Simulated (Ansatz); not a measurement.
# BNH3 (quartet): the correlation ladder at distance B1–H4 along a hydrogen transfer = 1.330 Å, cc-pVDZ

An exercise on one series of results from a longer session: the logs are not shown, and one member is left open.

The runs use Ansatz 0.2.0, Gaussian basis; cc-pVDZ, core rule «outside noble gas», up to 2 orbitals frozen.

The runs, in order: UHF; CCSD(T) on ROHF; CCSD(T) on UHF; BCCD(T) on ROHF; CISD; CCSDT(Q) on ROHF; CCSDT(Q) on UHF; CASSCF and MRCISD+Q, 5 electrons in 5 orbitals; CASSCF and NEVPT2, 5 electrons in 5 orbitals.

15 further runs of the same task are left out: 6 for a known fault of the program, 1 for a mislabelled method, 7 that didn't finish, 1 set aside as unsound or not needed.

**The geometry**

The geometry derives from fragments relaxed apart (PBE0/def2-TZVP) and kept rigid, so it is no stationary point. A hydrogen atom is moved between rigid fragments.

5 atoms, charge 0, spin multiplicity 4.

Atoms are counted from 1 here; the program's logs count them from 0.

Bond lengths: B1–H2 1.193 Å, B1–H3 1.193 Å, B1–H4 1.330 Å, H4–N5 1.223 Å. Angles: H2–B1–H3 120.0°, H2–B1–H4 120.0°, H3–B1–H4 120.0°, B1–H4–N5 180.0°.

Set-up of the first run:

Contents of in.yaml:

```yaml
crystal:
  periodic: [false, false, false]
  atoms:
    - {symbol: B, position_ang: [-1.289323, 0.000000, 0.000000]}
    - {symbol: H, position_ang: [-1.886057, 1.033571, 0.000000]}
    - {symbol: H, position_ang: [-1.886057, -1.033571, 0.000000]}
    - {symbol: H, position_ang: [0.040677, 0.000000, 0.000000]}
    - {symbol: N, position_ang: [1.263677, 0.000000, 0.000000]}
basis:
  gaussian: {orbitals: cc-pVDZ}
magnetization: {spin_polarized: true, initial_magnetization: 3}
hamiltonian: {xc: hf}
output: {orbitals: {seedname: orbitals}}
```

On the command line:

```console
> ansatz run in.yaml --threads 1 --pin off --events-out ev --progress --plain --max-ram 2393MiB
```

Steps of the session up to this table: UHF; CCSD(T) on ROHF; CCSD(T) on UHF; BCCD(T) on ROHF; CISD; CCSDT(Q) on ROHF; CCSDT(Q) on UHF; CASSCF and MRCISD+Q, 5 electrons in 5 orbitals; CASSCF and NEVPT2, 5 electrons in 5 orbitals.

One table of the session follows, with a row left open; its other results are not shown here.

It belongs to the step «Misses and costs». 

```
     method  from UCCSDT(Q) (meV)
       ROHF               +6466.4
        UHF                     ?
       RMP2               +1234.5
       UMP2               +1251.6
       CISD                +522.0
      RCCSD                +140.9
      UCCSD                +135.1
   RCCSD(T)                 +29.4
   UCCSD(T)                 +28.2
    BCCD(T)                 +29.7
     RCCSDT                  +7.1
     UCCSDT                  +5.2
  RCCSDT(Q)                  +1.7
  UCCSDT(Q)                     0
CASSCF pair               +5811.8
NEVPT2 pair               +1211.2
```

Estimate the missing values for UHF.

**Answer.** from UCCSDT(Q) (meV): +6155.5. In the column «from UCCSDT(Q) (meV)» it lies between CASSCF pair (+5811.8) and ROHF (+6466.4).

Not comparable, so not listed: CASSCF and MRCISD+Q, 5 electrons in 5 orbitals (they don't share determinant, frozen orbitals or solution with the rows shown, or repeat one).

To keep in mind: Restricted and unrestricted rows rest on different reference determinants; where their highest levels disagree by more than a few hundredths of an eV, they describe different states and don't form one ladder. Warnings in the runs' records: passed over end.
